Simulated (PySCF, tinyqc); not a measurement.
Worked calculation: MP2 on RHF in the sto-6g basis, frozen core, for LiH, spin multiplicity 1. The lowest restricted solution is unstable here: a spin-polarised one lies 0.0185 hartree lower (PySCF). Computed by tinyqc, a small Python program that keeps every step (integrals from PySCF). Settings: charge = 0, multiplicity = 1, basis = sto-6g, method = RHF, frozen orbitals = 1, energy threshold = 1e-10, iteration cap = 67, orthogonalisation = symmetric, start = Wolfsberg-Helmholz matrix, DIIS depth = 6. Command: `OMP_NUM_THREADS=1 python tinyqc.py 22431 22432 out.jsonl` (the two numbers bound the seeds that draw the settings). One thread of a shared host (Intel(R) Xeon(R) Processor @ 2.60GHz), about 0.2 s of CPU time with the checks. The early iterations of the SCF are left out here.

## One-electron integrals

Geometry (angstrom):
```
atom         x         y         z
Li    0.000000  0.000000  0.000000
H     0.000000  0.000000  2.401000
```

Basis sto-6g: exponents (1/bohr^2) and contraction coefficients of normalised primitives:
```
element  l (shell)    exponent  coefficient
Li           s (1)  167.175846     0.009164
Li           s (1)   30.651508     0.049361
Li           s (1)    8.575187     0.168538
Li           s (1)    2.945808     0.370563
Li           s (1)    1.143944     0.416492
Li           s (1)    0.471139     0.130334
Li           s (2)    6.597564    -0.013253
Li           s (2)    1.305830    -0.046992
Li           s (2)    0.405851    -0.033785
Li           s (2)    0.156146     0.250242
Li           s (2)    0.067814     0.595117
Li           s (2)    0.031084     0.240706
Li           p (3)    6.597564     0.003760
Li           p (3)    1.305830     0.037679
Li           p (3)    0.405851     0.173897
Li           p (3)    0.156146     0.418036
Li           p (3)    0.067814     0.425860
Li           p (3)    0.031084     0.101708
H            s (1)   35.523221     0.009164
H            s (1)    6.513144     0.049361
H            s (1)    1.822143     0.168538
H            s (1)    0.625955     0.370563
H            s (1)    0.243077     0.416492
H            s (1)    0.100112     0.130334
```

Overlap, kinetic and nuclear-attraction integrals over the contracted functions; the nuclear repulsion is the sum of Za Zb / Rab.

nuclear repulsion = 0.66119602 hartree

overlap S, lower triangle:
```
           1Li 1s    1Li 2s   1Li 2px   1Li 2py   1Li 2pz     2H 1s
1Li 1s   1.000000
1Li 2s   0.235742  1.000000
1Li 2px  0.000000  0.000000  1.000000
1Li 2py  0.000000  0.000000  0.000000  1.000000
1Li 2pz  0.000000  0.000000  0.000000  0.000000  1.000000
2H 1s    0.011681  0.218253  0.000000  0.000000  0.320210  1.000000
```

kinetic energy T (hartree), lower triangle:
```
            1Li 1s    1Li 2s   1Li 2px   1Li 2py   1Li 2pz     2H 1s
1Li 1s    3.616742
1Li 2s   -0.110723  0.106524
1Li 2px   0.000000  0.000000  0.320007
1Li 2py   0.000000  0.000000  0.000000  0.320007
1Li 2pz   0.000000  0.000000  0.000000  0.000000  0.320007
2H 1s    -0.005154  0.006505  0.000000  0.000000  0.033184  0.768522
```

nuclear attraction V (hartree), lower triangle:
```
            1Li 1s     1Li 2s    1Li 2px    1Li 2py    1Li 2pz      2H 1s
1Li 1s   -8.287543
1Li 2s   -0.880319  -1.414930
1Li 2px   0.000000   0.000000  -1.396036
1Li 2py   0.000000   0.000000   0.000000  -1.396036
1Li 2pz  -0.007560  -0.077689   0.000000   0.000000  -1.452565
2H 1s    -0.044770  -0.323233   0.000000   0.000000  -0.479598  -1.900700
```

core Hamiltonian H = T + V (hartree), lower triangle:
```
            1Li 1s     1Li 2s    1Li 2px    1Li 2py    1Li 2pz      2H 1s
1Li 1s   -4.670801
1Li 2s   -0.991042  -1.308406
1Li 2px   0.000000   0.000000  -1.076029
1Li 2py   0.000000   0.000000   0.000000  -1.076029
1Li 2pz  -0.007560  -0.077689   0.000000   0.000000  -1.132558
2H 1s    -0.049925  -0.316728   0.000000   0.000000  -0.446415  -1.132178
```

## Two-electron integrals

Functions are numbered as in S; the eight-fold symmetry (ij|kl) = (ji|kl) = (kl|ij) leaves the list below.

Two-electron integrals (ij|kl) in chemists' order, unique and non-zero (hartree):
```
(11|11) 1.681247   (21|11) 0.242603   (21|21) 0.044507   (22|11) 0.397190
(22|21) 0.090279   (22|22) 0.290625   (31|31) 0.009437   (32|31) 0.014261
(32|32) 0.064236   (33|11) 0.397190   (33|21) 0.090279   (33|22) 0.290625
(33|33) 0.313125   (41|41) 0.009437   (42|41) 0.014261   (42|42) 0.064236
(43|43) 0.016875   (44|11) 0.397190   (44|21) 0.090279   (44|22) 0.290625
(44|33) 0.279374   (44|44) 0.313125   (51|51) 0.009437   (52|51) 0.014261
(52|52) 0.064236   (53|53) 0.016875   (54|54) 0.016875   (55|11) 0.397190
(55|21) 0.090279   (55|22) 0.290625   (55|33) 0.279374   (55|44) 0.279374
(55|55) 0.313125   (61|11) 0.011598   (61|21) 0.002104   (61|22) 0.004393
(61|33) 0.004328   (61|44) 0.004328   (61|51) 0.000283   (61|52) 0.000607
(61|55) 0.004522   (61|61) 0.000111   (62|11) 0.060744   (62|21) 0.014168
(62|22) 0.053070   (62|33) 0.049979   (62|44) 0.049979   (62|51) 0.002196
(62|52) 0.016561   (62|55) 0.059252   (62|61) 0.000835   (62|62) 0.020986
(63|31) 0.000776   (63|32) 0.004405   (63|53) 0.002023   (63|63) 0.000955
(64|41) 0.000776   (64|42) 0.004405   (64|54) 0.002023   (64|64) 0.000955
(65|11) 0.084721   (65|21) 0.019865   (65|22) 0.076135   (65|33) 0.070982
(65|44) 0.070982   (65|51) 0.003426   (65|52) 0.025888   (65|55) 0.086443
(65|61) 0.001198   (65|62) 0.032295   (65|65) 0.049947   (66|11) 0.220370
(66|21) 0.051936   (66|22) 0.212505   (66|33) 0.195830   (66|44) 0.195830
(66|51) 0.007530   (66|52) 0.073699   (66|55) 0.245857   (66|61) 0.003099
(66|62) 0.114084   (66|65) 0.179828   (66|66) 0.774999
```

## Orthogonalisation

S = U s U^T; symmetric (Loewdin) form X = U s^(-1/2) U^T, so that X^T S X = 1.

eigenvalues of S: 0.588539  0.814078  1.000000  1.000000  1.177328  1.420055

X, lower triangle:
```
            1Li 1s     1Li 2s   1Li 2px   1Li 2py    1Li 2pz     2H 1s
1Li 1s    1.022231
1Li 2s   -0.125315   1.043160
1Li 2px   0.000000   0.000000  1.000000
1Li 2py   0.000000   0.000000  0.000000  1.000000
1Li 2pz  -0.004478   0.030466  0.000000  0.000000   1.043310
2H 1s     0.015960  -0.124167  0.000000  0.000000  -0.177334  1.063912
```

## Iteration 9 (converged): orbitals

converged F (hartree), lower triangle:
```
            1Li 1s     1Li 2s   1Li 2px   1Li 2py    1Li 2pz      2H 1s
1Li 1s   -2.412288
1Li 2s   -0.621527  -0.187435
1Li 2px   0.000000   0.000000  0.155701
1Li 2py   0.000000   0.000000  0.000000  0.155701
1Li 2pz   0.012834  -0.049535  0.000000  0.000000   0.073059
2H 1s    -0.031626  -0.172954  0.000000  0.000000  -0.174217  -0.067062
```

Diagonalise F' = X^T F X, C = X C', fill 2 alpha and 2 beta electrons from the bottom; D = 2 C_occ C_occ^T. Each column has its largest component positive (the first on a tie).

F' = X^T F X (hartree), lower triangle:
```
           1          2         3         4          5         6
1  -2.364947
2  -0.339731  -0.038423
3   0.000000   0.000000  0.155701
4   0.000000   0.000000  0.000000  0.155701
5   0.010841  -0.001387  0.000000  0.000000   0.140377
6   0.023643  -0.172630  0.000000  0.000000  -0.201754  0.033454
```

orbital energies (hartree): MO1 -2.413584, MO2 -0.216801, MO3 0.066735, MO4 0.155701, MO5 0.155701, MO6 0.334111

coefficients C:
```
               MO1        MO2        MO3       MO4        MO5        MO6
1Li 1s    0.994199  -0.138794  -0.206302  0.000000   0.000000   0.103346
1Li 2s    0.023520   0.509570   0.802944  0.000000   0.000000  -0.464002
1Li 2px   0.000000   0.000000   0.000000  0.128926   0.991654   0.000000
1Li 2py   0.000000   0.000000   0.000000  0.991654  -0.128926   0.000000
1Li 2pz  -0.004431   0.318686  -0.574566  0.000000   0.000000  -0.830171
2H 1s    -0.000961   0.623615  -0.235471  0.000000   0.000000   0.857138
```

D after iteration 9, lower triangle:
```
            1Li 1s    1Li 2s   1Li 2px   1Li 2py   1Li 2pz     2H 1s
1Li 1s    2.015389
1Li 2s   -0.094684  0.520430
1Li 2px   0.000000  0.000000  0.000000
1Li 2py   0.000000  0.000000  0.000000  0.000000
1Li 2pz  -0.097275  0.324577  0.000000  0.000000  0.203161
2H 1s    -0.175020  0.635506  0.000000  0.000000  0.397483  0.777793
```

Within a degenerate level the vectors are fixed only up to a rotation; this is one choice.

## Convergence

Stop when the energy changes by less than 1e-10 hartree and every element of the error matrix X^T (F D S - S D F) X is below 3e-06.

Course of the cycle:
```
iteration  E (hartree)     change  largest element of the error matrix
1          -7.85436139          -                             5.15e-02
2          -7.86565244  -1.13e-02                             2.51e-02
3          -7.87075489  -5.10e-03                             1.35e-02
4          -7.87228219  -1.53e-03                             4.97e-03
5          -7.87237366  -9.15e-05                             5.61e-04
6          -7.87237449  -8.35e-07                             2.04e-04
7          -7.87237459  -1.00e-07                             2.30e-05
8          -7.87237459  -1.23e-09                             1.02e-07
9          -7.87237459  -1.95e-14                             2.14e-09
```

PySCF RHF in the same basis = -7.87237459 hartree

Converged in 9 iterations.

## Integrals over molecular orbitals

(pq|rs) = sum C_ip C_jq C_kr C_ls (ij|kl), one index at a time.

one-electron integrals over orbitals h = C^T H C (hartree), lower triangle:
```
           1          2          3          4          5          6
1  -4.663669
2   0.095390  -1.239516
3   0.162430  -0.000410  -1.086664
4   0.000000   0.000000   0.000000  -1.076029
5   0.000000   0.000000   0.000000   0.000000  -1.076029
6  -0.054218   0.063238   0.018510   0.000000   0.000000  -1.029025
```

Two-electron integrals over orbitals (pq|rs), unique and non-zero (hartree); the lowest 1 orbital is frozen and left out:
```
(22|22) 0.438134    (32|22) -0.064787   (32|32) 0.026868    (33|22) 0.210299
(33|32) 0.017195    (33|33) 0.323117    (42|42) 0.020399    (43|42) 0.020960
(43|43) 0.041672    (44|22) 0.234105    (44|32) 0.018674    (44|33) 0.278182
(44|44) 0.313125    (52|52) 0.020399    (53|52) 0.020960    (53|53) 0.041672
(54|54) 0.016875    (55|22) 0.234105    (55|32) 0.018674    (55|33) 0.278182
(55|44) 0.279374    (55|55) 0.313125    (62|22) 0.105937    (62|32) -0.050852
(62|33) -0.018262   (62|44) -0.043308   (62|55) -0.043308   (62|62) 0.133860
(63|22) -0.062670   (63|32) 0.022248    (63|33) 0.037360    (63|44) 0.011027
(63|55) 0.011027    (63|62) -0.042860   (63|63) 0.035074    (64|42) -0.017496
(64|43) -0.010973   (64|64) 0.018649    (65|52) -0.017496   (65|53) -0.010973
(65|65) 0.018649    (66|22) 0.405316    (66|32) -0.049163   (66|33) 0.238802
(66|44) 0.254564    (66|55) 0.254564    (66|62) 0.081315    (66|63) -0.046135
(66|66) 0.396900
```

## Second-order Moller-Plesset energy

Hartree-Fock energy = -7.87237459 hartree

E2 = sum_ijab (ia|jb) [2 (ia|jb) - (ib|ja)] / (e_i + e_j - e_a - e_b) over occupied i, j and virtual a, b; the opposite-spin part is (ia|jb)^2 / denominator, the rest is same-spin, and SCS-MP2 scales them by 6/5 and 1/3.

Terms:
```
i  j  a  b    (ia|jb)    (ib|ja)  denominator       term
2  2  6  6   0.133860   0.133860    -1.101825  -0.016262
2  2  6  3  -0.050852  -0.050852    -0.834448  -0.003099
2  2  3  6  -0.050852  -0.050852    -0.834448  -0.003099
2  2  3  3   0.026868   0.026868    -0.567072  -0.001273
2  2  4  4   0.020399   0.020399    -0.745003  -0.000559
2  2  5  5   0.020399   0.020399    -0.745003  -0.000559
```

Pair energies (hartree; pair i-j sums ij and ji):
```
pair  opposite spin  same spin
2-2       -0.024850          0
```

MP2 correlation energy = -0.02485042 hartree

SCS-MP2 correlation energy = -0.02982050 hartree

MP2 total energy = -7.89722501 hartree
